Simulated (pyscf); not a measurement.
Optimised with ωB97X-D3(BJ)/def2-SVP in PySCF.

Task: Estimate by transition-state theory the rate constant of `[CH3][Si]([CH3])([OH])[OH]` + `[OH][SiH3]` → `[CH3][Si]([CH3])([OH])[O][SiH2][OH]` + `[H][H]` (singlet surface; H–O, H–Si broken, O–Si, H–H formed) at 600 K, with ωB97M-D3(BJ)/def2-TZVP energies (ideal gas, 1 atm, RRHO with modes under 100 cm⁻¹ raised to 100, one conformer, R ln 2 for chiral ones without a mode under 150 cm⁻¹; no tunnelling).

Result: The electronic barrier is 26.8 kcal/mol and the thermal terms add +25.8, so ΔG‡ = 52.6 kcal/mol. With k_BT/h = 1.25e+13 s⁻¹ and RT = 1.192 kcal/mol, and a volume of 8.18e-20 cm³ per molecule at 1 atm, k = 7.4e-26 cm³ molecule⁻¹ s⁻¹. Wigner's tunnelling factor for 1241i cm⁻¹ would be 1.37. A shift of 1 kcal/mol in the barrier changes k by a factor 2.3. On the reactant side the descent ends in a complex (not fully relaxed), 5.4 kcal/mol under the separated species and 31.5 kcal/mol under the saddle at ωB97X-D3(BJ)/def2-TZVP. This is the saddle that the search found; another between the same sides may lie lower.
